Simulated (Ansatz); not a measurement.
System: SO2, charge 0, triplet. This triplet is an excited state, 3.2 eV above the singlet at CCSD(T)/cc-pV(5+d)Z (Ansatz, an electronic-structure program). SO2 (parent SMILES O=S=O, triplet).
B3LYP-D3(BJ)/def2-TZVP minimum from Ansatz:
```xyz
3

O     -1.3236     0.3820    -0.0081
S     -0.0101    -0.3429     0.0060
O      1.3437     0.3038    -0.0040
```
Charge 0, spin multiplicity 3.

Hartree-Fock and MP2 correlation energies in hartree (Ansatz). Open shells are spin-unrestricted; no spin-orbit coupling. Correlated methods leave the cores frozen. No relativity. The UHF reference of O2S (parent SMILES O=S=O, triplet) is spin-contaminated (<S^2> up to 0.09 over the pure value in the sets run). The determinant of O2S (parent SMILES O=S=O, triplet) is a saddle point of the SCF energy; a lower one exists, which strains HF and MP2. The spin of O2S (parent SMILES O=S=O, triplet) was assumed, and the state is the lowest solution found for it.

```csv
basis,X,E(HF),"E(corr, MP2)"
cc-pV(T+d)Z,3,-547.20468,-0.62568
cc-pV(Q+d)Z,4,-547.22239,-0.67654
cc-pV(5+d)Z,5,-547.22689,withheld
```

### Question
Fit E(corr) = E∞ + A/X³ to X = 3 and 4, predict X = 5, and compare with the run.

### Answer
A = (-0.62568 - (-0.67654))/(1/27 - 1/64) = 2.3753; E∞ = -0.67654 - A/64 = -0.71365; at X = 5, E∞ + A/125 = -0.69465. The run gave -0.69835, 3.70 mEh below the prediction. The same form on X = 4 and 5 gives E∞ = -0.72123, 7.58 mEh below the first estimate.
